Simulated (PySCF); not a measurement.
Spectra and structures to be paired. Method: PySCF, TDDFT PBE0/def2-SVPD, vertical, gas phase, core orbitals frozen in the response. Geometries: PBE0-D3(BJ)/def2-SVP; one conformer of each isolated species. Triplets are in the Tamm–Dancoff approximation.

A. `O=c1ccocc1`
B. `COC1=CC=CC(F)=C1`
C. `c1c(C=O)cco1`
D. `C=C1C=C1OC=O`

Lowest singlet levels (six at most, fewer where fewer were computed) with oscillator strengths:

1. 3.82 eV (f 0.042); 5.35 eV (f 0.075); 5.49 eV (f 0.002); 5.61 eV (f 0.004); 6.38 eV (f 0.003); 6.53 eV (f 0.003); T1 3.15 eV
2. 3.87 eV (f 0.000); 4.86 eV (f 0.049); 6.04 eV (f 0.111); 6.49 eV (f 0.000); 6.70 eV (f 0.405); 6.90 eV (f 0.004); T1 3.31 eV
3. 5.18 eV (f 0.028); 5.92 eV (f 0.084); 6.37 eV (f 0.008); 6.75 eV (f 0.397); 6.80 eV (f 0.003); 6.92 eV (f 0.567); T1 4.03 eV
4. 4.03 eV (f 0.000); 5.00 eV (f 0.000); 5.60 eV (f 0.022); 5.69 eV (f 0.172); 6.53 eV (f 0.117); 6.89 eV (f 0.000); T1 3.57 eV

Question: Match each spectrum to its molecule.

Answer: 1 = D, 2 = C, 3 = B, 4 = A.
- A: S1 at 4.03 eV, HOMO→LUMO (98%); Löwdin shares by element: HOMO oxygen 68% or more, carbon 27% or more; LUMO carbon 49% or more, oxygen 21% or more (atoms not listed hold the other 30%); HOMO -7.26 and LUMO -1.33 eV; point group C2v, 3 of its 6 listed states under f = 0.0005.
- B: S1 at 5.18 eV, HOMO→LUMO (78%), HOMO-1→LUMO+1 (22%); Löwdin shares by element: HOMO carbon 50% or more, oxygen 18% (atoms not listed hold the other 32%); LUMO carbon 70% or more (atoms not listed hold the other 30%); HOMO -6.64 and LUMO -0.34 eV; point group Cs.
- C: S1 at 3.87 eV, HOMO-1→LUMO (96%); Löwdin shares by element: HOMO carbon 81% or more (atoms not listed hold the other 19%); LUMO carbon 58% or more, oxygen 23% or more (atoms not listed hold the other 19%); HOMO -7.32 and LUMO -1.70 eV; point group Cs, 2 of its 6 listed states under f = 0.0005.
- D: S1 at 3.82 eV, HOMO→LUMO (99%); Löwdin shares by element: HOMO carbon 87% or more; LUMO carbon 45% or more, oxygen 37% (atoms not listed hold the other 18%); HOMO -6.11 and LUMO -1.41 eV; point group Cs.
C and D have S1 within 0.05 eV of each other; their strongest listed levels stand at 6.70 eV (f 0.405) and 5.35 eV (f 0.075).
